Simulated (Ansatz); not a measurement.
Geometry optimisation, RKS PBE/def2-SVP (Ansatz).

Input:

```yaml
crystal:
  periodic: [false, false, false]
  atoms:
    - { symbol: Si, position_ang: [-1.30826, 0.94143, -0.73981] }
    - { symbol: Si, position_ang: [0.16952, 0.81764, 1.04761] }
    - { symbol: Si, position_ang: [-0.22118, 2.92561, 1.94283] }
    - { symbol: H, position_ang: [-1.80833, 0.28718, -1.96439] }
    - { symbol: H, position_ang: [-2.16632, 2.13167, -0.74895] }
    - { symbol: H, position_ang: [-0.83777, 0.13754, 1.95803] }
    - { symbol: H, position_ang: [0.73969, 3.34014, 2.97172] }
    - { symbol: H, position_ang: [-1.08948, 4.11903, 1.94331] }
total_charge: 1
basis:
  gaussian: { orbitals: def2-SVP }
hamiltonian:
  xc: pbe
relax:
  f_tol: 0.015
  max_steps: 40
output:
  orbitals: {}
```

Run as:

```bash
$ ansatz run input.yaml --threads 1 --pin off --max-ram 2048MiB --backend cpu --events-out ev --progress --plain --runs-dir out
```

Problem. Where does it end, and by what steps?

Solution. It converged. After 11 steps the energy has fallen by 1.471 eV; H6 moved furthest, 1.11 Å.

```json
{"step": "0", "energy less start (eV)": "0.0000", "largest force component (eV/Å)": "0.952", "accepted": "yes"}
{"step": "1", "energy less start (eV)": "-0.5172", "largest force component (eV/Å)": "0.664", "accepted": "yes"}
{"step": "2", "energy less start (eV)": "-0.7642", "largest force component (eV/Å)": "1.002", "accepted": "yes"}
{"step": "3", "energy less start (eV)": "-1.0059", "largest force component (eV/Å)": "0.876", "accepted": "yes"}
{"step": "4", "energy less start (eV)": "-1.2092", "largest force component (eV/Å)": "0.742", "accepted": "yes"}
{"step": "5", "energy less start (eV)": "-1.3666", "largest force component (eV/Å)": "0.631", "accepted": "yes"}
{"step": "6", "energy less start (eV)": "-1.4476", "largest force component (eV/Å)": "0.449", "accepted": "yes"}
{"step": "7", "energy less start (eV)": "-1.4614", "largest force component (eV/Å)": "0.118", "accepted": "yes"}
{"step": "8", "energy less start (eV)": "-1.4698", "largest force component (eV/Å)": "0.061", "accepted": "yes"}
{"step": "9", "energy less start (eV)": "-1.4586", "largest force component (eV/Å)": "0.219", "accepted": "no"}
{"step": "10", "energy less start (eV)": "-1.4712", "largest force component (eV/Å)": "0.021", "accepted": "yes"}
{"step": "11", "energy less start (eV)": "-1.4713", "largest force component (eV/Å)": "0.015", "accepted": "yes"}
```

```xyz
8
Properties=species:S:1:pos:R:3
Si -1.581 1.187 -0.649
Si -0.124 0.989 1.017
Si -0.286 2.932 2.080
H -2.178 0.041 -1.401
H -1.903 2.562 -1.140
H 0.148 -0.305 1.713
H 0.143 3.173 3.492
H -0.741 4.122 1.298
```

The run took 18 s on 1 thread of AMD EPYC 7B13 (Zen 3) (shared host), peak memory 0.16 GiB.
